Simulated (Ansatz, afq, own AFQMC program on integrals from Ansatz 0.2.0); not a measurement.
# AFQMC, coupled cluster and functionals along a coordinate of HBr + N, quartet

```xyz
3

Br    0.0000    0.0000   -1.4129
H     0.0000    0.0000    0.0077
N     0.0000    0.0000    1.4051
```

A hydrogen atom is moved from one rigid fragment to the other; the Br1–H2 distance tells how far. The two fragments are held close together, so this isn't a minimum-energy path and the start is a compressed complex. Energies in kJ/mol count from this geometry (1.421 Å) at the same level; the start stands on UHF, each point on the determinant named.

Basis cc-pVTZ. Only valence electrons are correlated. Integrals, coupled cluster, full CI and functionals: Ansatz 0.2.0; the random walks run on the same integrals in our own AFQMC program. ph-AFQMC/CISD is guided by a CISD state made of CCSD amplitudes; releasing the constraint for a short imaginary time cuts its bias at the price of noise, slowly where states lie close. Error bars are statistical, one sigma. No spin–orbit coupling.

Cautions, each for one point or more: inner d shell frozen; lower spins were not checked; no relativity below Rb; no spin-orbit coupling; the ph-AFQMC/CISD walk drifts between its halves; unrestricted determinant slightly spin contaminated.

```csv
r(Br1–H2) / Å,det.,T1,weight,⟨S²⟩,CCSD(T),ph-AFQMC/CISD,released AFQMC,CCSDT(Q),CCSD,PBE0
1.523,UHF,0.017,0.88,3.79,3.6,3.9 ± 0.7,3.4 ± 0.9,3.0,5.4,-5.4
1.574,UHF,0.018,0.88,3.80,6.7,6.8 ± 0.6,6.3 ± 1.0,6.0,9.2,-6.1
1.625,UHF,0.017,0.88,3.81,9.3,9.9 ± 0.7,9.5 ± 1.0,8.4,12.1,-6.5
1.676,UHF,0.017,0.88,3.81,11.3,11.6 ± 0.6,–,10.3,13.7,-6.3
1.778,UHF,0.018,0.88,3.79,18.4,19.5 ± 0.7,–,17.7,19.0,1.4
```

Weight is that of the determinant in the CISD state; at the start T1 is 0.014 and the weight 0.88, and ⟨S²⟩ is 3.77. A dash marks a missing value, a released energy that hasn't settled or a functional that sits on another state. Largest departures from CCSDT(Q), at the points where its series has closed: CCSD(T) 0.9 kJ/mol at 1.676 (on UHF), ph-AFQMC/CISD 1.8 kJ/mol at 1.778 (on UHF), released AFQMC 1.1 kJ/mol at 1.625 (on UHF) (within the noise), CCSD 3.6 kJ/mol at 1.625 (on UHF), PBE0 -16.7 kJ/mol at 1.676. Functionals count only at points shown to share the start's state and spin.

Some points may be missing: those where a free walk finds a much lower state, and past Zn most of those on another determinant than at the start.

A walk keeps the symmetry of its determinant, which the program's search chose and which needn't be the lowest solution, so a lower state of the same spin and another symmetry isn't excluded. Released energies are given only where the last usable release times agree within the noise; a slower fall can still hide under it.
